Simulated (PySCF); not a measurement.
# CH3NO (Nitrosomethane): the cost of one run

Computed with PySCF 2.14.0 and routines of our own; the level stands in each step. Atoms count from 0.

### 1 The starting structure

6 atoms, charge 0, multiplicity 1; geometry from: GFN2-xTB.

### 2 Relaxing the molecule at BHandHLYP/6-31+G*

Job settings and geometry (Å):

```
{"job": {"xc": "BHandHLYP", "basis": "6-31+G*", "grid": 1, "kind": "geom"}, "charge": 0, "multiplicity": 1}
C     -0.419450     0.042671     0.022199
N      0.870397    -0.586674     0.125548
O      1.831305     0.066936    -0.211709
H     -0.860599     0.013496     1.019441
H     -1.032091    -0.599293    -0.612054
H     -0.386440     1.064854    -0.364998
```

Started as:

```bash
OMP_NUM_THREADS=1 python excited_run.py task.json out
```

One launch serves the whole session: the jobs run in the order shown.

**Question.** How long does this first job take on 1 thread of Intel Xeon Platinum 8488C, shared host, and how much memory does it need?

About 6.4 s, with a peak of 0.28 GiB.
